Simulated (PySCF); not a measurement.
Level of theory: PBE-D3(BJ)/def2-TZVP // B3LYP-D3(BJ)/def2-TZVP (PySCF 2.14.0). All species are isolated molecules in the gas phase. 

Reference species (SMILES): `Cl[SiH2]Cl` (neutral, multiplicity 1).

```json
{
 "dipole_moment": "1.11 D"
}
```

Changed species: `Cl[Si](Cl)(Cl)Cl` (whole molecule; the reference has whole molecule).

Predict the effect on the dipole moment.

the dipole moment drops by 1.11 D, to 0.00 D.
